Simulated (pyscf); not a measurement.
Single points on ωB97X-D3(BJ)/def2-SVP structures (PySCF, gas phase).

Task: HO–B(OH)–OH + HCl → H₂O + HO–B(OH)–Cl
Surface: singlet. Broken: B–O, Cl–H. Formed: H–O, B–Cl. Give ΔE‡ and ΔE from r²SCAN/def2-TZVP, relative to the separated reactants.

Result: ΔE‡ = 75.1 kJ/mol, ΔE = +42.8 kJ/mol. ωB97M-D3(BJ)/def2-TZVP gives 87.3 kJ/mol and +44.0 kJ/mol. Zero-point energy shifts the barrier by +4.6 kJ/mol. It is a four-centre exchange, with an imaginary mode of 509i cm⁻¹. On the reactant side the descent ends in a complex, 27.3 kJ/mol under the separated species and 114.9 kJ/mol under the saddle at ωB97X-D3(BJ)/def2-TZVP. On the product side the descent ends in a complex (not fully relaxed), 17.5 kJ/mol under the separated species and 65.7 kJ/mol under the saddle at ωB97X-D3(BJ)/def2-TZVP. The products may also form a dative adduct at HO–B(OH)–Cl; it and routes through it were not searched. One saddle was located; it need not be the lowest between these sides.
